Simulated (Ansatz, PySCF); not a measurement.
Molecule: C4H5, charge 0, multiplicity 2. SMILES: [C]1=CCC1
Structure (B3LYP-D3(BJ)/def2-TZVP (Ansatz, a quantum-chemistry and plane-wave program) minimum search):
```
C
H 1 1.0917
H 1 1.0917 2 110.51
C 1 1.5310 2 114.80 3 -131.78
C 4 1.3243 1 90.43 2 -115.15
H 4 1.0784 5 136.65 1 180.00
C 5 1.5102 4 98.96 6 180.00
H 7 1.0894 5 115.96 4 114.41
H 7 1.0894 8 109.91 5 -133.96
```
Charge 0, spin multiplicity 2.

Property: atomisation energy, in kcal/mol. Conventions: 6-31G* and kin with 6d, 5d where marked; atomisation electronic, to ground-state atoms; 6-311+G** with 5d; no dispersion term unless named; non-relativistic; open shells spin-unrestricted; frozen cores in correlated levels; LANL2DZ all-electron up to Ne; no spin-orbit coupling. Ab initio and DFT rows: single points at B3LYP-D3(BJ) geometries (Ansatz). A UHF reference is markedly spin-contaminated in at least one set, which strains HF and MP2.

```csv
level,program,atomisation energy (kcal/mol)
HF/LANL2DZ,Ansatz,608.6
HF/6-311+G**,Ansatz,648.0
PBE/LANL2DZ,Ansatz,884.6
BLYP/6-31G*,Ansatz,876.9
BP86/def2-SVP,PySCF,920.3
BP86/6-31G* (5d),PySCF,915.8
B3LYP/6-31G*,Ansatz,878.9
B3LYP/6-311+G**,Ansatz,872.4
PBE0/6-311+G**,Ansatz,890.0
M06-2X/6-31G* (5d),PySCF,885.5
M06-2X/6-311+G**,PySCF,877.4
MP2/STO-3G,Ansatz,884.8
MP2/3-21G,Ansatz,755.2
M06-2X/def2-TZVPD,PySCF,882.5
```

No value to compare with is used here. The 13 habitual levels span 608.6 (HF/LANL2DZ) to 920.3 kcal/mol (BP86/def2-SVP); M06-2X/def2-TZVPD gives 882.5.

The levels are drawn from those run, B3LYP/6-31G* more often than the rest, none by its result; runs whose electronic state is in doubt are left out.
